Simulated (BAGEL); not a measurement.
# B3LYP/6-31G(d) (density fitting with qzvpp-jkfit, spherical functions) run of C3H2NS− (SMILES N#C/C=C/[S-])

Aim: the energy change on altering one bond length of C3H2NS− at B3LYP/6-31G* (density fitting with qzvpp-jkfit, spherical functions), from 2 runs. 

The results are computed with BAGEL 1.2.2.

1 further run of the same task is left out (set aside as unsound or not needed).

**1. The structure to begin with**

C3H2NS− has 7 atoms, charge -1, and is taken as a singlet. As SMILES, `N#C/C=C/[S-]`. Geometry: relaxed at GFN2-xTB.

Bond lengths: N1–C2 1.160 Å, C2–C3 1.380 Å, C3–C4 1.366 Å, C4–S5 1.681 Å, C3–H6 1.083 Å, C4–H7 1.091 Å. Angles: N1–C2–C3 179.5°, C2–C3–C4 122.7°, C3–C4–S5 125.8°, C2–C3–H6 117.3°, C4–C3–H6 120.0°, C3–C4–H7 117.9°, S5–C4–H7 116.2°.

**2. The energy at B3LYP/6-31G(d) (density fitting with qzvpp-jkfit, spherical functions)**

dft.json reads:

```json
{ "bagel" : [

{
  "title" : "molecule",
  "basis" : "6-31gs.json",
  "df_basis" : "qzvpp-jkfit",
  "angstrom" : true,
  "geometry" : [
    { "atom" : "N", "xyz" : [      -0.630940,      -1.347440,       2.109350 ] },
    { "atom" : "C", "xyz" : [      -0.248290,      -0.930480,       1.096320 ] },
    { "atom" : "C", "xyz" : [       0.215550,      -0.441910,      -0.107660 ] },
    { "atom" : "C", "xyz" : [      -0.022510,       0.836750,      -0.525150 ] },
    { "atom" : "S", "xyz" : [       0.502950,       1.513930,      -1.970730 ] },
    { "atom" : "H", "xyz" : [       0.788700,      -1.118080,      -0.730570 ] },
    { "atom" : "H", "xyz" : [      -0.605450,       1.487230,       0.128430 ] }
  ]
},

{ "title" : "ks", "xc_func" : "b3lyp", "charge" : -1 },

{ "title" : "print", "file" : "orbitals.molden", "orbitals" : true }

]}
```

The basis set 6-31G* is read from a file made from the Basis Set Exchange's data (not shown).

Command:

```console
$ BAGEL_NUM_THREADS=1 BAGEL dft.json > dft.out
```

Log:

```text
* using 1 threads per process

  ===============================================================
  ===============================================================

  *** Geometry ***

  { "atom" : "N", "xyz" : [     -1.192304,     -2.546293,      3.986094 ] },
  { "atom" : "C", "xyz" : [     -0.469200,     -1.758352,      2.071745 ] },
  { "atom" : "C", "xyz" : [      0.407330,     -0.835089,     -0.203448 ] },
  { "atom" : "C", "xyz" : [     -0.042538,      1.581228,     -0.992390 ] },
  { "atom" : "S", "xyz" : [      0.950438,      2.860913,     -3.724140 ] },
  { "atom" : "H", "xyz" : [      1.490427,     -2.112865,     -1.380577 ] },
  { "atom" : "H", "xyz" : [     -1.144135,      2.810457,      0.242698 ] },

  Number of auxiliary basis functions:      466

  Since a DF basis is specified, we compute 2- and 3-index integrals:
    o Being stored without compression. Storage requirement is 0.023 GB

  Number of basis functions:       78
  Number of electrons      :       43

    * METHOD: MOLECULE                             0.18

  *** Kohn-Sham DFT ***

    * Removing 12627 points whose weight is below 1.00e-10
    * Grid points: 91715

  === Nuclear Repulsion ===
   163.6298119277

       - DIIS with orbital gradients will be used.

  === KS iteration (b3lyp / 6-31gs.json) ===
      0       -533.31624405          0.14926892           0.23
      1       -465.72585449          0.22171054           0.22
      2       -503.66846031          0.17776035           0.22
      3       -525.44552900          0.18490542           0.22
      4       -546.19321775          0.15160042           0.22
      5       -567.27167000          0.04960950           0.22
      6       -568.04308014          0.02777029           0.22
      7       -568.43837895          0.01050293           0.22
      8       -568.47732147          0.00369108           0.22
      9       -568.48373105          0.00046923           0.22
     10       -568.48390551          0.00014664           0.22
     11       -568.48392150          0.00005340           0.22
     12       -568.48392167          0.00004780           0.22
     13       -568.48392260          0.00001203           0.22
     14       -568.48392267          0.00000383           0.22
     15       -568.48392267          0.00000211           0.22
     16       -568.48392268          0.00000056           0.22
     17       -568.48392268          0.00000032           0.22
     18       -568.48392268          0.00000007           0.22
     19       -568.48392268          0.00000004           0.22
     20       -568.48392268          0.00000003           0.22
     21       -568.48392268          0.00000001           0.22
     22       -568.48392268          0.00000000           0.22
    * SCF iteration converged.

    * Permanent dipole moment:
           (   -0.031628,     0.171527,    -0.048011) a.u.

    * METHOD: KS                                   5.42

    * METHOD: PRINT                                0.01

  ===============================================================
```

Run time: 6 s. Hardware: 1 thread of Arm Neoverse V2, shared host; peak memory 0.36 GiB.

**3. The distorted shape, same level**

job.json reads:

```json
{ "bagel" : [

{
  "title" : "molecule",
  "basis" : "6-31gs.json",
  "df_basis" : "qzvpp-jkfit",
  "angstrom" : true,
  "geometry" : [
    { "atom" : "N", "xyz" : [      -0.893675,      -1.686036,       2.832153 ] },
    { "atom" : "C", "xyz" : [      -0.511025,      -1.269076,       1.819123 ] },
    { "atom" : "C", "xyz" : [      -0.047185,      -0.780506,       0.615143 ] },
    { "atom" : "C", "xyz" : [      -0.285245,       0.498154,       0.197653 ] },
    { "atom" : "S", "xyz" : [       0.502950,       1.513930,      -1.970730 ] },
    { "atom" : "H", "xyz" : [       0.525965,      -1.456676,      -0.007767 ] },
    { "atom" : "H", "xyz" : [      -0.868185,       1.148634,       0.851233 ] }
  ]
},

{
  "title" : "ks",
  "xc_func" : "b3lyp",
  "charge" : -1
},

{
  "title" : "print",
  "file" : "orbitals.molden",
  "orbitals" : true
}

]}
```

The basis set 6-31G* is read from a file made from the Basis Set Exchange's data (not shown).

Command:

```console
$ BAGEL_NUM_THREADS=1 BAGEL job.json > job.out
```

Log:

```text
* using 1 threads per process

  ===============================================================
  ===============================================================

  *** Geometry ***

  { "atom" : "N", "xyz" : [     -1.688801,     -3.186146,      5.351994 ] },
  { "atom" : "C", "xyz" : [     -0.965697,     -2.398206,      3.437644 ] },
  { "atom" : "C", "xyz" : [     -0.089167,     -1.474943,      1.162452 ] },
  { "atom" : "C", "xyz" : [     -0.539035,      0.941375,      0.373510 ] },
  { "atom" : "S", "xyz" : [      0.950438,      2.860913,     -3.724140 ] },
  { "atom" : "H", "xyz" : [      0.993930,     -2.752719,     -0.014678 ] },
  { "atom" : "H", "xyz" : [     -1.640632,      2.170604,      1.608597 ] },

  Number of auxiliary basis functions:      466

  Since a DF basis is specified, we compute 2- and 3-index integrals:
    o Being stored without compression. Storage requirement is 0.023 GB

  Number of basis functions:       78
  Number of electrons      :       43

    * METHOD: MOLECULE                             0.17

  *** Kohn-Sham DFT ***

    * Removing 11775 points whose weight is below 1.00e-10
    * Grid points: 92567

  === Nuclear Repulsion ===
   144.1849836080

       - DIIS with orbital gradients will be used.

  === KS iteration (b3lyp / 6-31gs.json) ===
      0       -543.73062491          0.13694447           0.22
      1       -508.11796028          0.23660012           0.21
      2       -526.78417664          0.15621593           0.21
      3       -530.06712548          0.16943253           0.21
      4       -559.67503143          0.08598453           0.21
      5       -550.98361314          0.12111881           0.21
      6       -563.30655653          0.06910188           0.21
      7       -566.92890443          0.05456200           0.21
      8       -564.67353520          0.07465566           0.21
      9       -568.15057847          0.01739311           0.21
     10       -568.29039356          0.01192489           0.21
     11       -568.37756817          0.00369608           0.21
     12       -568.38340937          0.00208466           0.21
     13       -568.38364393          0.00148448           0.21
     14       -568.38500030          0.00050463           0.21
     15       -568.38501996          0.00035706           0.21
     16       -568.38512774          0.00005841           0.21
     17       -568.38512919          0.00002066           0.21
     18       -568.38512935          0.00001151           0.21
     19       -568.38512939          0.00000747           0.21
     20       -568.38512941          0.00000252           0.21
     21       -568.38512941          0.00000132           0.21
     22       -568.38512941          0.00000026           0.21
     23       -568.38512941          0.00000014           0.21
     24       -568.38512941          0.00000006           0.21
     25       -568.38512941          0.00000003           0.21
     26       -568.38512941          0.00000003           0.21
     27       -568.38512941          0.00000001           0.21
    * SCF iteration converged.

    * Permanent dipole moment:
           (    0.224252,     0.900338,    -1.022964) a.u.

    * METHOD: KS                                   6.19

    * METHOD: PRINT                                0.01

  ===============================================================
```

It took 6.6 s on 1 thread of Arm Neoverse V2, shared host; peak memory 0.36 GiB.

**4. Outcome**

Level: B3LYP/6-31G* (density fitting with qzvpp-jkfit, spherical functions).

```
                                                              quantity          value
                                             first shape: total energy  -568.48392 Eh
                                              first shape: HOMO energy       -0.49 eV
                                              first shape: LUMO energy        4.09 eV
    first shape: HOMO–LUMO gap (to an unbound level, set by the basis)        4.58 eV
                                         distorted shape: total energy  -568.38513 Eh
                                          distorted shape: HOMO energy       -0.48 eV
                                          distorted shape: LUMO energy        2.53 eV
distorted shape: HOMO–LUMO gap (to an unbound level, set by the basis)        3.00 eV
     energy change with the C4–S5 bond stretched from 1.681 to 2.521 Å       2.688 eV
```

With the C4–S5 bond stretched from 1.681 to 2.521 Å the energy rises by 2.69 eV (62 kcal/mol). The first shape isn't relaxed at this level, so the change isn't measured from a minimum.
